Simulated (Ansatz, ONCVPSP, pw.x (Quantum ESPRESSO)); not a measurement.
# What a changed setting does to a pw.x run (fcc Nb)

Potential: optimised norm-conserving Vanderbilt (ONCV), ONCVPSP 4.0.1.1 (patched build), LDA (Perdew-Wang 92); core [Ar] 3d10, reference 4s2 4p6 4d4 5s1; waves: 4s+5s: rc 2.25 bohr, ncon 3, nbas 7, qcut 4.8 1/bohr, 2 projectors; 4p: rc 1.50 bohr, ncon 4, nbas 8, qcut 8.7 1/bohr, 2 projectors, debl 1.6 Ha; 4d: rc 2.35 bohr, ncon 4, nbas 9, qcut 6.5 1/bohr, 2 projectors, debl 0.6 Ha; local part: polynomial inside 1.45 bohr (lpopt 5, dvloc0 0 Ha); core correction: Teter function, fcfact 3, rcfact 1.7.

The reference run (k-mesh 14³, cutoffs 75/300 Ry, Fermi–Dirac 0.01 Ry, mixing_beta 0.4, conv_thr 1e-9, no spin) gives 0.86 GPa at 17.697 Å³/atom, where all-electron LAPW gives 0.54 GPa. This run, with its own iteration cap, changes nbnd to 19.

```
&control
  calculation='scf', prefix='x', pseudo_dir='./', outdir='./tmp', tstress=.true., disk_io='none'
/
&system
  ibrav=0, nat=1, ntyp=1, ecutwfc=75, ecutrho=300, nbnd=19,
  occupations='smearing', smearing='fd', degauss=0.01
/
&electrons
  conv_thr=1e-09, mixing_beta=0.4, electron_maxstep=60
/
ATOMIC_SPECIES
Nb 1.0 Nb.UPF
CELL_PARAMETERS angstrom
  0.00000000 2.06834613 2.06834613
  2.06834613 0.00000000 2.06834613
  2.06834613 2.06834613 0.00000000
ATOMIC_POSITIONS crystal
Nb 0.0000 0.0000 0.0000
K_POINTS automatic
14 14 14 0 0 0
```

```bash
pw.x < Nb.scf.in > Nb.scf.out
```

How does the run end?

It converges in 8 iterations; the free energy moves by +0.0 meV/atom and the pressure by -0.01 GPa. The result is that of the reference run.

```
Message from routine setup:
     using ibrav=0 with symmetry is DISCOURAGED, use correct ibrav instead
     lattice parameter (alat)  =       5.5276  a.u.
     unit-cell volume          =     119.4253 (a.u.)^3
     number of electrons       =        13.00
     number of Kohn-Sham states=           19
     kinetic-energy cutoff     =      75.0000  Ry
     charge density cutoff     =     300.0000  Ry
     scf convergence threshold =      1.0E-09
     Exchange-correlation= SLA  PW   NOGX NOGC
     number of k points=   104  Fermi-Dirac smearing, width (Ry)=  0.0100
     iteration #  1     ecut=    75.00 Ry     beta= 0.40
     total energy              =    -122.97297889 Ry
     estimated scf accuracy    <       0.08484358 Ry
     iteration #  2     ecut=    75.00 Ry     beta= 0.40
     total energy              =    -122.97505381 Ry
     estimated scf accuracy    <       0.01031522 Ry
     iteration #  3     ecut=    75.00 Ry     beta= 0.40
     total energy              =    -122.97618174 Ry
     estimated scf accuracy    <       0.00053435 Ry
     [... 2 iterations left out ...]
     iteration #  6     ecut=    75.00 Ry     beta= 0.40
     total energy              =    -122.97622231 Ry
     estimated scf accuracy    <       0.00000001 Ry
     iteration #  7     ecut=    75.00 Ry     beta= 0.40
     total energy              =    -122.97622231 Ry
     estimated scf accuracy    <          4.1E-09 Ry
     iteration #  8     ecut=    75.00 Ry     beta= 0.40
     the Fermi energy is    18.3234 ev
!    total energy              =    -122.97622231 Ry
     estimated scf accuracy    <          7.8E-10 Ry
     smearing contrib. (-TS)   =      -0.00650294 Ry
     The total energy is F=E-TS. E is the sum of the following terms:
     one-electron contribution =     -15.38953287 Ry
     hartree contribution      =      15.30049986 Ry
     xc contribution           =     -23.76077631 Ry
     ewald contribution        =     -99.11991004 Ry
     convergence has been achieved in   8 iterations
          total   stress  (Ry/bohr**3)                   (kbar)     P=        8.52
     Message from routine punch:
     Nothing written, as per user request (disk_io='none')
```

The run took about 18 s on one core of a shared host (Intel(R) Xeon(R) 6975P-C, 192 threads, 378 GiB, load 92).
